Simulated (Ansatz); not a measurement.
Relaxation of Al$_{2}$BH$_{3}$ (6 atoms, charge 0, multiplicity 1), to a largest force component of 0.02 eV/Å in at most 40 steps.

These are results of Ansatz 0.2.0, UKS PBE-D4/def2-SVP, not measurements.

```xyz
6
Properties=species:S:1:pos:R:3
B -0.624 -1.130 -0.372
Al 1.022 -0.093 -0.922
Al -0.521 0.036 1.276
H -1.430 -0.447 -0.978
H 2.302 0.690 -1.674
H -0.749 0.944 2.670
```

Question: Where does it end, and by what steps?

Answer: The run converged. After 9 steps the energy has fallen by 0.220 eV; H4 moved furthest, 0.35 Å.

| step | energy less start (eV) | largest force component (eV/Å) | accepted |
| --- | --- | --- | --- |
| 0 | 0.0000 | 1.025 | yes |
| 1 | -0.1675 | 0.504 | yes |
| 2 | -0.1943 | 0.228 | yes |
| 3 | -0.2005 | 0.125 | yes |
| 4 | -0.2064 | 0.231 | yes |
| 5 | -0.2109 | 0.327 | yes |
| 6 | -0.2146 | 0.242 | yes |
| 7 | -0.2187 | 0.042 | yes |
| 8 | -0.2196 | 0.020 | yes |
| 9 | -0.2197 | 0.007 | yes |

```xyz
6
Properties=species:S:1:pos:R:3
B -0.567 -0.912 -0.345
Al 0.966 0.111 -1.076
Al -0.674 0.248 1.260
H -1.562 -0.759 -1.053
H 2.442 0.529 -1.565
H -0.605 0.782 2.777
```

Time of the run: 24 s on 1 thread of Arm Neoverse V2 (shared host), peak memory 0.14 GiB.
